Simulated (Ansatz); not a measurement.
fcc Pt was calculated with revPBE in Ansatz (plane waves, PAW).

Settings: plane-wave cutoff 520 eV, 24×24×24 k mesh, Fermi–Dirac smearing 0.05 eV, scalar-relativistic PAW data made under PBE.

A third-order Birch–Murnaghan fit to the energies gives V0 = 15.836 Å³/atom, B0 = 235 GPa, B′ = 5.5.

```
V (Å³/atom)  P (GPa)
-----------  -------
14.882         17.31
15.198         10.80
15.515           ___
15.832          0.06
16.148           ___
16.465         -8.22
16.782        -11.60
```

Task: Estimate the withheld pressures from this fit; the answers are the runs' own values.

Result: 
- 15.515, P (GPa): 5.08
- 16.148, P (GPa): -4.35

The formula P = (3/2) B0 (x^(7/3) − x^(5/3)) [1 + (3/4)(B′ − 4)(x^(2/3) − 1)] with x = V0/V meets the computed pressures within 0.03 GPa when these rounded values are put in.

Measured, for comparison: bulk modulus 289 GPa (corrected for temperature and zero-point phonon effects; as tabulated in Levämäki et al. (2014), arXiv:1402.3671); equilibrium volume per atom 14.98 Å³/atom (static lattice: zero-point anharmonic expansion removed; as tabulated in Mejia-Rodriguez and Trickey (2018), arXiv:1807.09216). Computed (rounded) less measured: bulk modulus -19 %, equilibrium volume per atom +5.7 %.

Spin–orbit coupling is not included.

Ansatz is a first-principles code.
